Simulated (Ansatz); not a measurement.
Two isomers of C3H6N2O: A = `CNC1(O)C=N1`, B = `N/C=N\CC=O`.

Calculated with Ansatz (gas phase, PBE0-D4/def2-TZVP geometries, no zero-point term in ΔE). CBS: MP2 limit from def2 TZ/QZ plus the TZ coupled-cluster correction, frozen cores. Functionals use def2-TZVPP. B3LYP here is the variant with VWN-RPA as its local correlation; programs differ in this. One conformer a species, not always the lowest.

(1) Which isomer does CCSD(T)/CBS put lower? Give the gap. (Best estimate.)

(2) Give E(B) − E(A) in kcal/mol with B3LYP, CCSD/def2-TZVPP, ωB97M-V, B2PLYP, HF/def2-TZVPP, B3LYP-D4, CCSD(T)/def2-TZVPP. (An estimate is asked.)

Largest T1 diagnostic: 0.015.

## Answers

(1) Computed: B, by 37.1 kcal/mol.

(2) The calculation gave: B3LYP -41.7, CCSD/def2-TZVPP -37.1, ωB97M-V -37.1, B2PLYP -40.5, HF/def2-TZVPP -41.6, B3LYP-D4 -42.1, CCSD(T)/def2-TZVPP -37.5. None reverses the order clearly.

From PBE to PBE0 (25 % exact exchange), in def2-TZVPP and without D4, E(B) − E(A) moves by +1.9 kcal/mol. In def2-TZVPP, CCSD(T) changes the Hartree–Fock value by +4.1 kcal/mol (the triples alone add −0.4 kcal/mol) and MP2 by +5.3 kcal/mol.
